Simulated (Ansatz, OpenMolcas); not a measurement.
**C2H3F3 (1,1,1-trifluoroethane): the vertical ionisation energy from total energies**

C2H3F3: 8 atoms, total charge 0, spin state singlet. SMILES: `CC(F)(F)F`. The coordinates come from a PBE0-D4/def2-TZVP relaxation.

Both states at this one shape; open shells run unrestricted unless said. 1 Eh = 27.2114 eV.

```tsv
level	program	singlet C2H3F3 (Eh)	doublet [C2H3F3]+ (Eh)	HOMO of the first (eV)
M06/cc-pVDZ	OpenMolcas	-377.430441	-376.933670	-10.83
CAM-B3LYP/6-31G	Ansatz	-377.351029	-376.845152	-12.30
```

Question: Work out the vertical ionisation energy at each level.

Answer: 
1. M06/cc-pVDZ: -376.933670 − (-377.430441) = 0.496771 Eh = 13.52 eV; −ε(HOMO) = 10.83 eV.
2. CAM-B3LYP/6-31G: -376.845152 − (-377.351029) = 0.505877 Eh = 13.77 eV; −ε(HOMO) = 12.30 eV.

No measured value is set beside it here; the levels span 13.52 to 13.77 eV.
